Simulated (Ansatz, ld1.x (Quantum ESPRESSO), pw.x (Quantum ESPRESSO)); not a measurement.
## What a changed setting does to a pw.x run (fcc Nb)

Potential: norm-conserving RRKJ (Kleinman–Bylander form), ld1.x (Quantum ESPRESSO) 7.5, LDA (PW92); core [Kr], reference 4d4 5s1 5p0; waves: 5s (bound): rc 3.20 bohr; 5p (bound, empty): rc 4.15 bohr; 4d (bound): rc 1.70 bohr; local part: all-electron potential smoothed inside 3.05 bohr (lloc = -2); core correction: Bessel-smoothed model core inside 1.00 bohr; rho0 0.001.

The reference run (k-mesh 14³, cutoffs 50/200 Ry, Fermi–Dirac 0.01 Ry, mixing_beta 0.4, conv_thr 1e-9, no spin) gives -0.13 GPa at 17.697 Å³/atom, where all-electron LAPW gives 0.54 GPa. This run, with its own iteration cap, changes nbnd to 6.

```
&control
  calculation='scf', prefix='x', pseudo_dir='./', outdir='./tmp', tstress=.true., disk_io='none'
/
&system
  ibrav=0, nat=1, ntyp=1, ecutwfc=50, ecutrho=200, nbnd=6,
  occupations='smearing', smearing='fd', degauss=0.01
/
&electrons
  conv_thr=1e-09, mixing_beta=0.4, electron_maxstep=70
/
ATOMIC_SPECIES
Nb 1.0 Nb.UPF
CELL_PARAMETERS angstrom
  0.00000000 2.06834613 2.06834613
  2.06834613 0.00000000 2.06834613
  2.06834613 2.06834613 0.00000000
ATOMIC_POSITIONS crystal
Nb 0.0000 0.0000 0.0000
K_POINTS automatic
14 14 14 0 0 0
```

```bash
pw.x < Nb.scf.in > Nb.scf.out
```

**Question.** How does the run end?

**Answer.** It converges in 9 iterations; the free energy moves by +0.0 meV/atom and the pressure by +0.00 GPa. The result is that of the reference run.

```
Message from routine setup:
     using ibrav=0 with symmetry is DISCOURAGED, use correct ibrav instead
     lattice parameter (alat)  =       5.5276  a.u.
     unit-cell volume          =     119.4253 (a.u.)^3
     number of electrons       =         5.00
     number of Kohn-Sham states=            6
     kinetic-energy cutoff     =      50.0000  Ry
     charge density cutoff     =     200.0000  Ry
     scf convergence threshold =      1.0E-09
     Exchange-correlation= PW
     number of k points=   104  Fermi-Dirac smearing, width (Ry)=  0.0100
     iteration #  1     ecut=    50.00 Ry     beta= 0.40
     total energy              =     -27.76369683 Ry
     estimated scf accuracy    <       0.09333086 Ry
     iteration #  2     ecut=    50.00 Ry     beta= 0.40
     total energy              =     -27.76028074 Ry
     estimated scf accuracy    <       0.01516595 Ry
     iteration #  3     ecut=    50.00 Ry     beta= 0.40
     total energy              =     -27.76436212 Ry
     estimated scf accuracy    <       0.00024532 Ry
     [... 3 iterations left out ...]
     iteration #  7     ecut=    50.00 Ry     beta= 0.40
     total energy              =     -27.76414028 Ry
     estimated scf accuracy    <       0.00000007 Ry
     iteration #  8     ecut=    50.00 Ry     beta= 0.40
     total energy              =     -27.76414029 Ry
     estimated scf accuracy    <          4.5E-09 Ry
     iteration #  9     ecut=    50.00 Ry     beta= 0.40
     the Fermi energy is    11.3751 ev
!    total energy              =     -27.76414029 Ry
     estimated scf accuracy    <          1.2E-12 Ry
     smearing contrib. (-TS)   =      -0.00667720 Ry
     The total energy is F=E-TS. E is the sum of the following terms:
     one-electron contribution =       8.48606590 Ry
     hartree contribution      =       0.13243284 Ry
     xc contribution           =     -21.71325320 Ry
     ewald contribution        =     -14.66270863 Ry
     convergence has been achieved in   9 iterations
          total   stress  (Ry/bohr**3)                   (kbar)     P=       -1.33
     Message from routine punch:
     Nothing written, as per user request (disk_io='none')
```

The run took about 5.2 s on one core of a shared host (Neoverse-V1, 32 threads, 247 GiB, load 19).
